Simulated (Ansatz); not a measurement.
# AlH3OP: structure from calculated spectroscopic constants

These gas-phase data were calculated for one isomer of AlH3OP at PBE0-D3(BJ)/pcseg-1 (harmonic, unscaled wavenumbers; equilibrium rotational constants with average atomic masses):

```
rotational constants            : 21.69, 3.309, 2.871 GHz
all wavenumbers above 1500 cm⁻¹ : 3938, 2407, 1939
```

Candidates:

(1) `[OH][Al][PH2]`, a doublet
(2) `[OH][AlH][PH]`, a doublet

Q: Which structure fits?

A: Candidate (2). The band at 1939 cm⁻¹ lies where the Al–H stretch is expected; (1) has no mode between 1700 and 2050 cm⁻¹.

The same quantities for all candidates:

|  | rotational constants (GHz) | wavenumbers above 1500 cm⁻¹ | E above the lowest, PBE0-D3(BJ)/pcseg-1 (kcal/mol) |
| --- | --- | --- | --- |
| (1) | 22.73, 3.242, 2.896 | 3945, 2436, 2415 | 0.0 |
| (2) | 21.69, 3.309, 2.871 | 3938, 2407, 1939 | 3.5 |

Harmonic stretches to hydrogen usually lie a few per cent above observed fundamentals. Each candidate is one conformer. Open shells are spin-unrestricted. Programs: Ansatz 0.2.0.
